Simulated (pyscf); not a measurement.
`[O]=[Ta]([F])([F])[F]` + `[ClH]` -> `[OH][Ta]([F])([F])([F])[Cl]`, gas phase, singlet surface. Single points on ωB97X-D3(BJ)/def2-SVP structures (PySCF, gas phase). ΔG in kcal/mol from ωB97M-D3(BJ)/def2-TZVP energies (ideal gas, 1 atm, RRHO with modes under 100 cm⁻¹ raised to 100, one conformer, R ln 2 for chiral ones without a mode under 150 cm⁻¹).

```json
[
 {"T (K)": "298", "ΔG": "-15.6"},
 {"T (K)": "600", "ΔG": "-6.4"},
 {"T (K)": "900", "ΔG": "?"},
 {"T (K)": "1200", "ΔG": "+10.9"}
]
```

Q: Fit a line to the three values, predict ΔG at 900 K, and estimate where the reaction turns unfavourable at 1 atm of each gas.

A: Least squares gives ΔG = -24.2 + 29.3 × T/1000 K, so ΔS is about -123 J/(mol K) and ΔH about -24.2 kcal/mol over this range (ΔH at 298 K: -25.0). At 900 K the line gives +2.2; the computed value is +2.4. ΔG = 0 falls near 830 K; 1 kcal/mol in the energy moves that by 34 K. This is thermodynamics alone and says nothing of the barrier. Elements past Kr carry the def2 core potentials, without spin-orbit coupling.
